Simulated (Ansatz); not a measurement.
Total energies of CH₂Cl₂, SMILES `ClCCl`.

| atom | x (Å) | y (Å) | z (Å) |
| --- | --- | --- | --- |
| Cl1 | -0.153 | 1.179 | 1.196 |
| C2 | -0.090 | 0.001 | -0.113 |
| Cl3 | 1.187 | -1.194 | 0.101 |
| H4 | -1.041 | -0.522 | -0.143 |
| H5 | 0.098 | 0.535 | -1.040 |

The species carries charge 0 and has multiplicity 1. Geometry: relaxed with PBE0-D4/def2-TZVP. Basis def2-TZVPP, Ansatz 0.2.0.

RPA on PBE orbitals: Hartree–Fock energy of these orbitals -958.02941 Eh, correlation -0.91378 Eh (frozen core).

| functional | energy without D4 (Eh) | D4 term (kJ/mol) |
| --- | --- | --- |
| LDA (SPW92) | -956.40149 | – |
| revPBE | -959.56887 | -29.5 |
| BLYP | -959.72007 | -20.5 |
| r2SCAN | -959.66021 | -2.0 |
| PBE0 | -959.39680 | -7.4 |
| B3LYP | -959.77776 | -14.7 |
| HSE06 (plane-wave form) | -959.37906 | -6.9 |
| BHLYP | -959.71850 | -11.0 |
| ωB97X-V | -959.59847 | – |
| ωB97M-V | -959.67951 | – |

Problem. Give the same for PBE, B97M-V, r2SCANh, r2SCAN0, CAM-B3LYP, LC-ωPBE, B2PLYP, PBE-QIDH. (Best estimate.)

Solution. Computed: 
```json
{"functional": "PBE", "energy without D4 (Eh)": "-959.31872", "D4 term (kJ/mol)": "-8.9"}
{"functional": "B97M-V", "energy without D4 (Eh)": "-959.50571", "D4 term (kJ/mol)": "–"}
{"functional": "r2SCANh", "energy without D4 (Eh)": "-959.65569", "D4 term (kJ/mol)": "-2.1"}
{"functional": "r2SCAN0", "energy without D4 (Eh)": "-959.64959", "D4 term (kJ/mol)": "-2.3"}
{"functional": "CAM-B3LYP", "energy without D4 (Eh)": "-959.75056", "D4 term (kJ/mol)": "-7.5"}
{"functional": "LC-ωPBE", "energy without D4 (Eh)": "-959.47202", "D4 term (kJ/mol)": "–"}
{"functional": "B2PLYP", "energy without D4 (Eh)": "-959.44912", "D4 term (kJ/mol)": "–"}
{"functional": "PBE-QIDH", "energy without D4 (Eh)": "-959.22373", "D4 term (kJ/mol)": "–"}
```

B3LYP takes the VWN-RPA correlation (the form of Gaussian; ORCA's B3LYP/G). HSE06 is the plane-wave form, built on full-range PBE exchange. The double hybrids freeze the cores in their second-order part.

LC-ωPBE has ω = 0.4 bohr⁻¹.
